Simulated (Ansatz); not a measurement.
A structure relaxed at PBE0-D4/def2-TZVP, charge 0, multiplicity 1:

```xyz
7

N     0.5470    0.5985    0.4354
B    -0.5206   -0.2657    0.1457
O    -0.6348   -0.9733   -1.0192
H     1.3240    0.7809   -0.1769
H     0.5945    1.1007    1.3032
H    -1.3938   -0.4062    0.9525
H     0.0836   -0.8348   -1.6408
```

**Question.** Give its formula and SMILES.

**Answer.** BH4NO, `NBO`.

**Question.** Point group (tolerance 0.08 Å, 0.16 Å for H)?

**Answer.** Cs.

**Question.** Summarise the bond lengths by kind.

**Answer.** 1 × B–N 1.404 Å; 2 × H–N 1.004 to 1.006 Å; 1 × B–O 1.368 Å; 1 × B–H 1.197 Å; 1 × H–O 0.960 Å.

All numbers were calculated with Ansatz.
